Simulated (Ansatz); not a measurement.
Relaxed structures of CH3BS, singlet (PBE0-D4/def2-TZVP; forces vanish, vibrations not checked; lower isomers may exist, and structures with a doubtful reference or unclear bonds are left out; Å). Program: Ansatz 0.2.0. Basis: def2-TZVPP. Cores are frozen in the correlated methods.

(1) Rank them by CCSD(T) energy, lowest first, and give each one's height above the lowest. Links in brackets join atoms within 1.22 times the sum of their covalent radii (1.1 for two metals). (An estimate is asked for; the value comes from the calculation.)
A.
CH₃BS ([BH]1[CH][SH]1)
```
6
angstrom
B 0.1547 0.0047 0.9021
C -0.8595 0.0441 -0.0278
S 0.5991 0.5935 -0.9174
H 1.0773 -0.5285 -1.5288
H -1.8423 -0.0089 -0.4568
H 0.8017 -0.1058 1.8797
```
B.
CH₃BS ([BH]1[CH2][S]1)
```
6
angstrom
B 0.5476 0.2729 0.6099
C -0.6260 -0.3001 -0.1894
S -0.6282 -0.4466 1.6672
H -0.5419 -1.2496 -0.7106
H -1.4053 0.3449 -0.5859
H 1.5871 0.8355 0.6124
```
C.
CH₃BS ([BH][CH][SH])
```
6
angstrom
B 0.3894 -0.0505 -1.0724
C -0.5446 0.0280 -0.0583
S -0.3772 0.0624 1.6898
H 1.1613 -0.1160 -1.9544
H -1.5905 0.0802 -0.3593
H 0.9615 -0.0041 1.7545
```

The T1 diagnostic stays at or below 0.017.

Results:

(1) The calculation gives: B (0.0 kJ/mol), A (136.4 kJ/mol), C (185.6 kJ/mol). Heights count from the lowest.

For scale, one of the runs: CCSD(T)/def2-TZVPP, 146 basis functions, launched by `ansatz run in.yaml --threads 2 --pin off --events-out ev --progress --plain --max-ram 4352MiB`. The run took 9.5 s on 2 CPU threads of an Arm Neoverse V1 (shared host), with 0.85 GiB of host memory at its peak.
